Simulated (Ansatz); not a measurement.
**CH5B (triplet): from Hartree-Fock to the top rungs at distance B1–H4 along a hydrogen transfer = 1.326 Å, cc-pVDZ**

The task here is to estimate one member of a computed series from the others.

The runs use Ansatz 0.2.0, Gaussian basis; cc-pVDZ, core rule «outside noble gas», up to 2 orbitals frozen.

The runs, in order: UHF; CCSD(T) on ROHF; CCSD(T) on UHF; BCCD(T) on ROHF; CISD; CCSDT(Q) on ROHF; CCSDT(Q) on UHF; CASSCF and NEVPT2, 4 electrons in 4 orbitals.

10 further runs of the same task are left out: 2 for a mislabelled method, 7 that didn't finish, 1 set aside as unsound or not needed.

**The system**

The geometry derives from fragments relaxed apart (PBE0/def2-TZVP) and kept rigid, so it is no stationary point. A hydrogen atom is moved between rigid fragments.

7 atoms, charge 0, spin multiplicity 3.

Atoms are counted from 1 here; the program's logs count them from 0.

Bond lengths: B1–H2 1.193 Å, B1–H3 1.193 Å, B1–H4 1.326 Å, H4–C5 1.266 Å, C5–H6 1.079 Å, C5–H7 1.079 Å. Angles: H2–B1–H3 120.0°, H2–B1–H4 120.0°, H3–B1–H4 120.0°, B1–H4–C5 180.0°, H4–C5–H6 112.6°, H4–C5–H7 112.6°, H6–C5–H7 134.8°.

Geometry (Å):

```
B    -1.33970    0.00000    0.00000
H    -1.93644    1.03357    0.00000
H    -1.93644   -1.03357    0.00000
H    -0.01370    0.00000    0.00000
C     1.25230    0.00000    0.00000
H     1.66677    0.00000    0.99616
H     1.66677    0.00000   -0.99616
```

Set-up of the first run:

File in.yaml:

```yaml
crystal:
  periodic: [false, false, false]
  atoms:
    - {symbol: B, position_ang: [-1.339703, 0.000000, 0.000000]}
    - {symbol: H, position_ang: [-1.936436, 1.033571, 0.000000]}
    - {symbol: H, position_ang: [-1.936436, -1.033571, 0.000000]}
    - {symbol: H, position_ang: [-0.013703, 0.000000, 0.000000]}
    - {symbol: C, position_ang: [1.252297, 0.000000, 0.000000]}
    - {symbol: H, position_ang: [1.666765, 0.000000, 0.996161]}
    - {symbol: H, position_ang: [1.666765, 0.000000, -0.996161]}
basis:
  gaussian: {orbitals: cc-pVDZ}
magnetization: {spin_polarized: true, initial_magnetization: 2}
hamiltonian: {xc: hf}
output: {orbitals: {seedname: orbitals}}
```

Launch:

```sh
ansatz run in.yaml --threads 1 --pin off --events-out ev --progress --plain --max-ram 2393MiB
```

Steps of the session up to this table: UHF; CCSD(T) on ROHF; CCSD(T) on UHF; BCCD(T) on ROHF; CISD; CCSDT(Q) on ROHF; CCSDT(Q) on UHF; CASSCF and NEVPT2, 4 electrons in 4 orbitals.

One of the session's tables, all rows but one given; the rest of the session is left out.

| method | from UCCSDT(Q) (meV) |
| --- | --- |
| ROHF | +7232.7 |
| UHF | +6907.4 |
| RMP2 | +1302.6 |
| UMP2 | ? |
| CISD | +702.1 |
| RCCSD | +174.7 |
| UCCSD | +168.5 |
| RCCSD(T) | +31.4 |
| UCCSD(T) | +32.2 |
| BCCD(T) | +32.2 |
| RCCSDT | +7.0 |
| UCCSDT | +6.0 |
| RCCSDT(Q) | +0.7 |
| UCCSDT(Q) | 0 |

Estimate the missing values for UMP2.

**Answer.** from UCCSDT(Q) (meV): +1356.4. In the column «from UCCSDT(Q) (meV)» it lies between RMP2 (+1302.6) and UHF (+6907.4).

Left out of the table: CASSCF pair, NEVPT2 pair (the active space lost an orbital or holds another state than full CI finds).

Caveats from the session: Restricted and unrestricted rows rest on different reference determinants; where their highest levels disagree by more than a few hundredths of an eV, they describe different states and don't form one ladder. Warnings in the runs' records: passed over end.
